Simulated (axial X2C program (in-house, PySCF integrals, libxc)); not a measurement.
# A two-component session on ClH: properties at the nuclei

Wanted for ClH: properties at the nuclei, at the two-component level.

Method: two-component X2C with atomic mean-field terms, Cl dyall-av3z, H dyall-v3z; program: an in-house X2C program for linear molecules on PySCF integrals.

All values are calculated.

## (1) Input

The input, task.json:

```json
{"zs": [17, 1], "q": 0, "bas": ["dyall-av3z", "dyall-v3z"], "r0": 1.31, "levels": ["PBE0", "HF", "BHandHLYP", "TPSSh", "PBE50"], "nst": 3}
```

Keys: zs atomic numbers; q charge; bas basis sets; r0 starting distance in Å; levels methods (HF also brings MP2); nst determinants followed.

On the command line:

```
$ python soeom.py task.json out
```

Further steps of the session: Expectation values, lowest determinant.

Before running it: what results should come out? Wanted: lowest determinant; qzz Cl; qzz H; μ.

**Answer**, as computed:

| quantity | value |
| --- | --- |
| lowest determinant | Ω = 0 (closed shell) |
| qzz Cl (a.u.), PBE0 | 3.57 |
| qzz H (a.u.), PBE0 | 0.28 |
| μ (D), PBE0 | 1.13 |

**Reading.** The expectation values come from single determinants, which for open shells can mix terms of unlike spin or miss the lowest Ω, so a determinant need not be a state. qzz is the electric field gradient, eQq0 = 234.96 MHz × Q/barn × qzz; μ is positive if H is the positive end. The operators were transformed with the bare-nucleus X2C matrices.
